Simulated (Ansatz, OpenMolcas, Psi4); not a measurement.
# [CF2]+ (SMILES F[C+]F): methods side by side

[CF2]+: 3 atoms, total charge +1, spin state doublet. SMILES: `F[C+]F`. The coordinates come from a PBE0-D4/def2-TZVP relaxation.

```xyz
3

F     0.3791    0.9730    0.3162
C     0.2757   -0.2214    0.1273
F    -0.6548   -0.7516   -0.4435
```

Each level gives the energy change with the C2–F3 bond stretched from 1.214 to 2.185 Å (eV). The values are calculated.

| level | kind | program | value (eV) | CPU time (all runs) |
| --- | --- | --- | --- | --- |
| ROHF/cc-pVTZ | Hartree–Fock | OpenMolcas | 2.51 | 31 s |
| UM06-L/cc-pVTZ | meta-GGA | Psi4 | 3.44 | 2.2 min |
| UB3LYP/cc-pVTZ | global hybrid | OpenMolcas | 3.36 | 77 s |
| UPBE-QIDH/cc-pVTZ | double hybrid | Ansatz | 3.56 | 23 s |
| RPA@PBE0/cc-pVTZ | RPA | Ansatz | 3.03 | 23 s |
| UMP3/cc-pVTZ | perturbation theory | Psi4 | 3.16 | 87 s |
| UBCCD(T)/cc-pVTZ | coupled cluster or CI | Ansatz | 3.12 | 75 s |
| UCCSD/cc-pVTZ | coupled cluster or CI | Ansatz | 3.07 | 52 s |

The first shape isn't each level's own minimum. The values span 2.51 to 3.56 eV. CPU times are rough (shared hosts, several kinds of processor and program).
